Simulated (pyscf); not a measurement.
`[F-]` + `[CH3][CH2][I]` → `[CH3][CH2][F]` + `[I-]`, a substitution at C (singlet surface; C–I broken, C–F formed). Single points on ωB97X-D3(BJ)/def2-SVPD structures (PySCF, gas phase). Energies in kcal/mol from the separated reactants.

Small-basis levels: PySCF, no dispersion term, spherical d functions. AM1 to PM7: differences of heats of formation from MOPAC, which are fitted to 298 K values and so differ in kind from electronic energies by zero-point and thermal terms. Cost: rough CPU time at the saddle relative to B3LYP/6-31G*+LANL2DZ, from one job on a shared machine.

```tsv
level	barrier	reaction energy	cost
HF/6-31G*+LANL2DZ	-36.4	-98.9	0.08
MP2/6-31G*+LANL2DZ	___	-87.8	0.1
B3LYP/6-31G*+LANL2DZ	-54.5	-102.5	1
B3LYP/6-311+G**+LANL2DZ	___	-44.6	2
B3LYP/def2-SVP	-51.4	-93.7	2
AM1	-5.4	-71.9	under 0.02
PM3	-20.7	-99.8	under 0.02
ωB97M-D3(BJ)/def2-TZVPD	___	-50.3	–
```

What belongs in the gaps?


- MP2/6-31G*+LANL2DZ, barrier: -34.5
- B3LYP/6-311+G**+LANL2DZ, barrier: -20.9
- ωB97M-D3(BJ)/def2-TZVPD, barrier: -16.6

Against the last row the barrier runs from -37.9 (B3LYP/6-31G*+LANL2DZ) to +11.2 kcal/mol (AM1). ωB97M-D3(BJ)/def2-TZVPD has limits of its own. On the reactant side the descent ends in a bound adduct, 17.6 kcal/mol under the separated species and 3.0 kcal/mol under the saddle at ωB97X-D3(BJ)/def2-TZVPD. On the product side the descent ends in a complex, 4.4 kcal/mol under the separated species and 36.7 kcal/mol under the saddle at ωB97X-D3(BJ)/def2-TZVPD. At ωB97M-D3(BJ) the saddle lies under the separated reactants, which points to a path from their complex (located at ωB97X-D3(BJ) alone). This is the saddle that the search found; another between the same sides may lie lower. The angle at the attacked C is 165°. In the def2 sets elements past Kr carry core potentials, without spin-orbit coupling.
